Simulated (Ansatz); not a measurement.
A geometry relaxed with CAM-B3LYP-D3(BJ)/def2-TZVP in Ansatz (a quantum-chemistry and plane-wave program), charge 0, multiplicity 1:

```xyz
7

C      0.0366    -0.4620     0.1341
N      2.4705     0.1697    -0.4173
H     -1.9798     0.0801     0.2691
C      1.3840    -0.1016    -0.1744
C     -0.9727     0.3883     0.0269
H     -0.1146    -1.4817     0.4644
H     -0.8238     1.4072    -0.3028
```

**Question.** Write the SMILES of this molecule.

**Answer.** `C=CC#N`
